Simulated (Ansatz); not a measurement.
Results of HSE06 in Ansatz (PAW) for rock-salt MgS.

Numerical settings: plane-wave cutoff 460 eV, 8×8×8 k mesh, Fermi–Dirac smearing 0.01 eV, scalar-relativistic PAW data made under PBE.

Response to compression and expansion:

```
V (Å³/atom)  P (GPa)  direct gap at Γ (eV)  smallest gap on the k mesh (eV)
-----------  -------  --------------------  -------------------------------
16.640          4.55                 5.323                            3.938
17.077          2.13                 5.090                            3.877
17.480          0.16                 4.888                            3.821
17.953         -1.89                 4.662                            3.756
18.391         -3.54                 4.465                            3.697
```

The fundamental gap (3.82 eV at the equilibrium volume, on the SCF mesh) lies elsewhere than Γ–Γ.

Ansatz is an electronic-structure program.
